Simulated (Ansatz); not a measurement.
**C₂H₅Al: ionisation energy by level of theory**

One table from this session's results is given with a row withheld; the runs are named, their logs left out.

The runs use Ansatz 0.2.0, Gaussian basis; unrestricted cation, the program's frozen cores in correlated methods.

Plan: UKS PBE-D4/def2-TZVPP; UKS r2SCAN-D4/def2-TZVPP; UKS PBE0-D4/def2-TZVPP; UKS B3LYP-D4/def2-TZVPP; UKS wB97X-V/def2-TZVPP; UKS wB97M-V/def2-TZVPP; UKS B2PLYP/def2-TZVPP; UHF-CCSD(T)/def2-TZVPP; UHF-MP2/def2-QZVPP; extrapolation to the limit; then −ε(HOMO) from the neutral's earlier runs with LDA (SPW92), PBE-D4, revPBE-D4, BLYP-D4, r2SCAN-D4, B97M-V, PBE0-D4, B3LYP-D4, r2SCANh-D4, r2SCAN0-D4, HSE06-D4, BHLYP-D4, CAM-B3LYP-D4, LC-ωPBE, ωB97X-V, ωB97M-V.

## Structure used throughout

All runs share one geometry, relaxed beforehand with PBE0-D4 in a triple-zeta def2 set.

SMILES `C=[CH][AlH2]`, 8 atoms, charge 0, spin multiplicity 1.

Atoms are counted from 1 here; the program's logs count them from 0.

Bond lengths: C1–C2 1.337 Å, C1–H4 1.089 Å, C1–H5 1.089 Å, C2–Al3 1.938 Å, C2–H6 1.090 Å, Al3–H7 1.588 Å, Al3–H8 1.588 Å. Angles: C2–C1–H4 121.7°, C2–C1–H5 123.0°, H4–C1–H5 115.3°, C1–C2–Al3 119.6°, C1–C2–H6 116.7°, Al3–C2–H6 123.7°, C2–Al3–H7 122.1°, C2–Al3–H8 116.8°, H7–Al3–H8 121.2°.

The first run:

in.yaml

```yaml
crystal:
  periodic: [false, false, false]
  atoms:
    - {symbol: C, position_ang: [-1.029888, 0.829169, -0.357018]}
    - {symbol: C, position_ang: [0.198978, 0.650996, 0.138095]}
    - {symbol: Al, position_ang: [0.930839, -1.139337, 0.261982]}
    - {symbol: H, position_ang: [-1.636900, -0.008634, -0.695462]}
    - {symbol: H, position_ang: [-1.494992, 1.809294, -0.451929]}
    - {symbol: H, position_ang: [0.735628, 1.546147, 0.452725]}
    - {symbol: H, position_ang: [2.383977, -1.417862, 0.837659]}
    - {symbol: H, position_ang: [0.004356, -2.326974, -0.241852]}
basis:
  gaussian: {orbitals: def2-TZVPP}
total_charge: 1
magnetization: {spin_polarized: true, initial_magnetization: 1}
hamiltonian: {xc: pbe, dispersion: d4}
```

Among the steps run: Cation, UKS PBE-D4/def2-TZVPP; Cation, UKS r2SCAN-D4/def2-TZVPP; Cation, UKS PBE0-D4/def2-TZVPP; Cation, UKS B3LYP-D4/def2-TZVPP; Cation, UKS wB97X-V/def2-TZVPP; Cation, UKS wB97M-V/def2-TZVPP; Cation, UKS B2PLYP (frozen core)/def2-TZVPP; Cation, UHF-CCSD(T)/def2-TZVPP; Cation, UHF-MP2/def2-QZVPP.

One table of the session follows, with a row left open; its other results are not shown here.

It belongs to the step «Ionisation energies side by side». For comparison, −ε(HOMO) of the neutral from earlier runs:

```
  functional  −ε(HOMO) (eV)
 LDA (SPW92)           6.86
      PBE-D4           6.80
   revPBE-D4           6.77
     BLYP-D4           6.71
   r2SCAN-D4           7.07
      B97M-V           7.20
     PBE0-D4           8.09
    B3LYP-D4           7.90
  r2SCANh-D4           7.55
  r2SCAN0-D4           8.27
    HSE06-D4           7.69
    BHLYP-D4           9.01
CAM-B3LYP-D4           9.45
     LC-ωPBE          10.84
     ωB97X-V              ?
     ωB97M-V          10.32
```

Estimate the missing values for ωB97X-V.

**Answer.** −ε(HOMO) (eV): 10.48. In the column «−ε(HOMO) (eV)» it lies between ωB97M-V (10.32) and LC-ωPBE (10.84).
